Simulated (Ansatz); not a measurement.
**C₃H₆OS₂: one species, many methods**

How much do the methods differ for C₃H₆OS₂? The plan is to run it at one geometry with functionals of several rungs and with coupled cluster. The yardstick is the atomisation energy at the CCSD(T) limit.

Computed with Ansatz 0.2.0, Gaussian basis. Level: functionals in def2-TZVPP, the program's frozen cores in correlated methods.

The runs, in order: PBE-D4, r2SCAN-D4, PBE0-D4, B3LYP-D4, ωB97X-V, ωB97M-V, B2PLYP; CCSD(T)/def2-TZVPP; MP2/def2-QZVPP; extrapolation to the limit.

## Step 1: Structure used throughout

An earlier PBE0-D4 in a triple-zeta def2 set relaxation fixed the geometry.

SMILES `COC(=S)SC`, 12 atoms, charge 0, spin multiplicity 1.

Atoms are counted from 1 here; the program's logs count them from 0.

Bond lengths: C1–O2 1.422 Å, C1–H7 1.088 Å, C1–H8 1.093 Å, C1–H9 1.093 Å, O2–C3 1.329 Å, C3–S4 1.628 Å, C3–S5 1.753 Å, S5–C6 1.786 Å, C6–H10 1.091 Å, C6–H11 1.089 Å, C6–H12 1.089 Å. Angles: O2–C1–H7 105.4°, O2–C1–H8 111.0°, O2–C1–H9 111.0°, H7–C1–H8 109.8°, H7–C1–H9 109.8°, H8–C1–H9 109.9°, C1–O2–C3 120.9°, O2–C3–S4 120.3°, O2–C3–S5 114.4°, S4–C3–S5 125.3°, C3–S5–C6 101.7°, S5–C6–H10 105.5°, S5–C6–H11 110.3°, S5–C6–H12 110.3°, H10–C6–H11 110.6°, H10–C6–H12 110.6°, H11–C6–H12 109.5°.

## Step 2: PBE-D4 (GGA)

in.yaml reads:

```yaml
crystal:
  periodic: [false, false, false]
  atoms:
    - {symbol: C, position_ang: [-1.692327, 1.501336, 0.132851]}
    - {symbol: O, position_ang: [-1.514273, 0.277095, 0.834232]}
    - {symbol: C, position_ang: [-0.442510, -0.480813, 0.623803]}
    - {symbol: S, position_ang: [-0.253296, -1.879104, 1.436465]}
    - {symbol: S, position_ang: [0.677813, 0.162434, -0.561128]}
    - {symbol: C, position_ang: [1.949905, -1.090439, -0.573557]}
    - {symbol: H, position_ang: [-2.635216, 1.906333, 0.493163]}
    - {symbol: H, position_ang: [-0.881682, 2.199980, 0.353740]}
    - {symbol: H, position_ang: [-1.751587, 1.329784, -0.944691]}
    - {symbol: H, position_ang: [2.687926, -0.750056, -1.301853]}
    - {symbol: H, position_ang: [2.400263, -1.181380, 0.413444]}
    - {symbol: H, position_ang: [1.531787, -2.050169, -0.872468]}
basis:
  gaussian: {orbitals: def2-TZVPP}
hamiltonian: {xc: pbe, dispersion: d4}
output: {forces: true, orbitals: {seedname: orbitals}}
```

On the command line:

```bash
ansatz run in.yaml --threads 2 --pin off --events-out ev --progress --plain --max-ram 22528MiB --backend cuda --devices 0, --max-vram 18GiB
```

After this run come: r2SCAN-D4 (meta-GGA); PBE0-D4 (hybrid); B3LYP-D4 (hybrid); ωB97X-V (range-separated); ωB97M-V (range-separated); B2PLYP (double hybrid); CCSD(T) in def2-TZVPP; MP2 in def2-QZVPP.

**Question.** What will the summary of the whole plan be? Wanted: atomisation energy, CCSD(T)/CBS; farthest; mean size of error, hybrid; mean size of error, range-separated; gap, smallest and largest; T1 diagnostic; triples share of the correlation energy.

**Answer**, as computed:

```
                               quantity                                value
        atomisation energy, CCSD(T)/CBS                      1082.6 kcal/mol
functionals within 5.4 kcal/mol (0.5 %)                    B3LYP-D4, ωB97X-V
                               farthest              PBE-D4 (+41.3 kcal/mol)
             mean size of error, hybrid                         6.4 kcal/mol
    mean size of error, range-separated                         5.7 kcal/mol
              gap, smallest and largest  3.27 eV (PBE-D4), 9.71 eV (ωB97X-V)
                          T1 diagnostic                               0.0157
triples share of the correlation energy                                4.7 %
```

In words: PBE-D4 is off by +41.3 kcal/mol. Double hybrids carry the basis error of their MP2 part in triple zeta, and no dispersion term here, so their miss is partly the set-up's. Misses under about 5.4 kcal/mol are within the doubt on the reference itself, which lacks core-valence correlation, relativity and higher excitations. Hartree-Fock recovers 69 % of the binding; the rest is correlation. The gap grows from 3.3 to 9.7 eV across the functionals, mostly with the share of exact exchange.
